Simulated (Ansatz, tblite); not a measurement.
# SiHMe2F (C₂H₇FSi): spin states and exact exchange

Aim: set other spin states of SiHMe2F (C₂H₇FSi) against its singlet, on many levels of theory.

The runs use Ansatz 0.2.0, Gaussian basis; as each input shows.

The runs, in order: triplet, at the geometry of the singlet (GFN1-xTB, GFN2-xTB, PBE0-D4/def2-TZVP, PBE-D4/def2-TZVP, r2SCAN-D4/def2-TZVP); the singlet's energies come from earlier runs.

**1. The geometry**

The geometry is that of the singlet, from an earlier relaxation (PBE-D4/def2-SVP).

11 atoms, charge 0, spin multiplicity 1.

Bond lengths: Si1–H2 1.506 Å, Si1–C3 1.876 Å, Si1–C7 1.876 Å, Si1–F11 1.650 Å, C3–H4 1.109 Å, C3–H5 1.110 Å, C3–H6 1.110 Å, C7–H8 1.109 Å, C7–H9 1.110 Å, C7–H10 1.110 Å. Angles: H2–Si1–C3 110.8°, H2–Si1–C7 110.8°, H2–Si1–F11 106.7°, C3–Si1–C7 112.2°, C3–Si1–F11 108.1°, C7–Si1–F11 108.1°, Si1–C3–H4 111.2°, Si1–C3–H5 110.7°, Si1–C3–H6 110.8°, H4–C3–H5 107.9°, H4–C3–H6 108.1°, H5–C3–H6 108.0°, Si1–C7–H8 111.3°, Si1–C7–H9 110.7°, Si1–C7–H10 110.7°, H8–C7–H9 108.1°, H8–C7–H10 107.9°, H9–C7–H10 108.0°.

**2. Triplet at the fixed geometry, GFN1-xTB**

Tight binding, by tblite at 300 K electronic temperature and without a spin-polarisation term:

```python
tblite.interface.Calculator('GFN1-xTB', numbers, positions, charge=0, uhf=2).singlepoint()
```

Energy -402.6640 eV; 0.007 s.

**3. Triplet at the fixed geometry, GFN2-xTB**

Tight binding, by tblite at 300 K electronic temperature and without a spin-polarisation term:

```python
tblite.interface.Calculator('GFN2-xTB', numbers, positions, charge=0, uhf=2).singlepoint()
```

Energy -383.8882 eV; 0.004 s.

**4. Triplet at the fixed geometry, PBE0-D4/def2-TZVP**

File in.yaml:

```yaml
crystal:
  periodic: [false, false, false]
  atoms:
    - {symbol: Si, position_ang: [-0.284350, -0.482934, 0.439695]}
    - {symbol: H, position_ang: [-0.319539, -0.549242, 1.944165]}
    - {symbol: C, position_ang: [1.482145, -0.550267, -0.187602]}
    - {symbol: H, position_ang: [1.984158, -1.487242, 0.128593]}
    - {symbol: H, position_ang: [2.071805, 0.302962, 0.208006]}
    - {symbol: H, position_ang: [1.509696, -0.501830, -1.295737]}
    - {symbol: C, position_ang: [-1.199355, 1.031716, -0.182332]}
    - {symbol: H, position_ang: [-2.252483, 1.036715, 0.164846]}
    - {symbol: H, position_ang: [-1.202115, 1.060768, -1.291533]}
    - {symbol: H, position_ang: [-0.714600, 1.960841, 0.183653]}
    - {symbol: F, position_ang: [-1.075382, -1.821499, -0.111731]}
basis:
  gaussian: {orbitals: def2-TZVP}
magnetization: {spin_polarized: true, initial_magnetization: 2}
hamiltonian: {xc: pbe0, dispersion: d4}
scf: {omitted_lower_state_checks: [starts]}
output: {orbitals: {seedname: orbitals}}
```

Command:

```bash
> ansatz run in.yaml --threads 4 --pin off --events-out ev --progress --plain --max-ram 3916MiB
```

Output:

```text
Functional definition: PBE0
  name "PBE0"
  cite "Adamo & Barone, J. Chem. Phys. 110, 6158 (1999) doi:10.1063/1.478522"
  cite "Perdew, Burke & Ernzerhof, Phys. Rev. Lett. 77, 3865 (1996) doi:10.1103/PhysRevLett.77.3865"
  parent pbe
  parameter a = 0.25
  parameter kappa = 0.804
  parameter beta = 0.06672455060314922
  exchange = (1 - a)*pbe_x(kappa = kappa, mu = beta*pi^2/3) + a*exact_x
  correlation = pbe_c(beta = beta)
these checks for a lower state are left out or cut short: starts
1092 factors; their error is unknown
mean field evaluation 1: about -12761.0201 eV, gradient 4.7e1 eV
mean field evaluation 2: about -12751.8269 eV, gradient 6.1e1 eV
mean field evaluation 4: about -12770.8616 eV, gradient 3.3e0 eV
mean field evaluation 8: about -12770.9293 eV, gradient 2.8e-1 eV
mean field evaluation 16: about -12770.9649 eV, gradient 3.9e-3 eV
mean field evaluation 32: about -12770.9649 eV, gradient 7.0e-5 eV
mean field -12770.96491666 eV, -469.3243042163 hartree, gradient 8.3e-6 eV, S^2 2.004283; 0 other end points of the search recorded, 0 dependent functions left out
reference -12770.96495365 eV, -469.3243055756 hartree; 22, 20 occupied and 150, 152 virtual orbitals, 1092 factors
Total energy: -12771.11976347 eV, -469.3299947316 hartree
Checks for a lower state left out: starts
```

Wall time 9 s (4 threads of Arm Neoverse V1, shared host); peak memory 0.63 GiB.

HOMO -1.49 eV, LUMO -7.17 eV (over both spins; with the spin held, an empty level of the minority spin lies below the top filled one); ⟨S²⟩ 2.004 (pure: 2.00).

**5. Triplet at the fixed geometry, PBE-D4/def2-TZVP**

start.molden holds the orbitals of an earlier run on this state, given as this run's starting guess.

in.yaml: that of step 4 with these lines changed.

```diff
@@ -15,5 +15,5 @@
 basis:
-  gaussian: {orbitals: def2-TZVP}
+  gaussian: {orbitals: def2-TZVP, initial_orbitals: start.molden}
 magnetization: {spin_polarized: true, initial_magnetization: 2}
-hamiltonian: {xc: pbe0, dispersion: d4}
+hamiltonian: {xc: pbe, dispersion: d4}
 scf: {omitted_lower_state_checks: [starts]}
```

Launched as before.

Output:

```text
Functional definition: PBE
  name "PBE"
  cite "Perdew, Burke & Ernzerhof, Phys. Rev. Lett. 77, 3865 (1996) doi:10.1103/PhysRevLett.77.3865"
  parent pbe
  parameter kappa = 0.804
  parameter beta = 0.06672455060314922
  exchange = pbe_x(kappa = kappa, mu = beta*pi^2/3)
  correlation = pbe_c(beta = beta)
these checks for a lower state are left out or cut short: starts
1076 factors; their error is unknown
mean field evaluation 1: about -12770.0893 eV, gradient 7.0e0 eV
mean field evaluation 2: about -12770.2187 eV, gradient 2.2e-1 eV
mean field evaluation 4: about -12770.1908 eV, gradient 1.0e-2 eV
mean field evaluation 8: about -12770.1908 eV, gradient 7.1e-5 eV
mean field -12770.19080924 eV, -469.2958562932 hartree, gradient 6.9e-6 eV, S^2 2.002172; 0 other end points of the search recorded, 0 dependent functions left out
reference -12770.19085880 eV, -469.2958581147 hartree; 22, 20 occupied and 150, 152 virtual orbitals, 1076 factors
Total energy: -12770.37522608 eV, -469.3026334873 hartree
Checks for a lower state left out: starts
```

Wall time 3.2 s (4 threads of Arm Neoverse V1, shared host).

From the report: HOMO -0.73 eV, LUMO -7.81 eV (over both spins; with the spin held, an empty level of the minority spin lies below the top filled one); ⟨S²⟩ 2.002 (pure: 2.00).

**6. Triplet at the fixed geometry, r2SCAN-D4/def2-TZVP**

in.yaml: that of step 5 with these lines changed.

```diff
@@ -17,3 +17,3 @@
 magnetization: {spin_polarized: true, initial_magnetization: 2}
-hamiltonian: {xc: pbe, dispersion: d4}
+hamiltonian: {xc: r2scan, dispersion: d4}
 scf: {omitted_lower_state_checks: [starts]}
```

Launched as before.

Output:

```text
Functional definition: r2SCAN
  name "r2SCAN"
  cite "Furness, Kaplan, Ning, Perdew & Sun, J. Phys. Chem. Lett. 11, 8208 (2020) doi:10.1021/acs.jpclett.0c02405"
  cite "Furness, Kaplan, Ning, Perdew & Sun, J. Phys. Chem. Lett. 11, 9248 (2020) doi:10.1021/acs.jpclett.0c03077"
  parent r2scan
  parameter k0 = 0.174
  parameter k1 = 0.065
  parameter a1 = 4.9479
  exchange = r2scan_x(k0 = k0, k1 = k1, a1 = a1)
  correlation = r2scan_c
these checks for a lower state are left out or cut short: starts
1076 factors; their error is unknown
mean field evaluation 1: about -12776.6204 eV, gradient 4.1e0 eV
mean field evaluation 2: about -12776.6660 eV, gradient 8.0e-2 eV
mean field evaluation 4: about -12776.6419 eV, gradient 1.4e-3 eV
mean field evaluation 8: about -12776.6419 eV, gradient 6.3e-5 eV
mean field -12776.64186271 eV, -469.5329281357 hartree, gradient 5.3e-6 eV, S^2 2.005541; 0 other end points of the search recorded, 0 dependent functions left out
reference -12776.64187926 eV, -469.5329287441 hartree; 22, 20 occupied and 150, 152 virtual orbitals, 1076 factors
Total energy: -12776.68755051 eV, -469.5346071313 hartree
Checks for a lower state left out: starts
```

Wall time 13 s (4 threads of Arm Neoverse V1, shared host).

From the report: HOMO -0.80 eV, LUMO -7.78 eV (over both spins; with the spin held, an empty level of the minority spin lies below the top filled one); ⟨S²⟩ 2.006 (pure: 2.00).

**7. Triplet less singlet, vertical**

The singlet's energies are those of its earlier runs, whose logs aren't repeated here.

| level | triplet less singlet, vertical (kcal/mol) | time |
| --- | --- | --- |
| GFN1-xTB | +178.0 | 0.012 s |
| GFN2-xTB | +159.9 | 0.007 s |
| PBE-D4/def2-TZVP | +169.2 | 4.4 s |
| r2SCAN-D4/def2-TZVP | +176.3 | 16 s |
| PBE0-D4/def2-TZVP | +180.7 | 11 s |

Times add the two runs; a level without a time comes out of a correlated run. Tight binding without a spin term can't rank spin states.

**8. What came out**

| quantity | value |
| --- | --- |
| triplet less singlet, vertical, functionals in def2-TZVP | +169.2 (PBE-D4) to +180.7 kcal/mol (PBE0-D4) |

**Reading.** All functionals put the triplet above the singlet, over a spread of 11.6 kcal/mol. The checks for a lower triplet were left out, so another state of that spin may lie lower. These are electronic energies, without zero-point motion, entropy or surroundings.
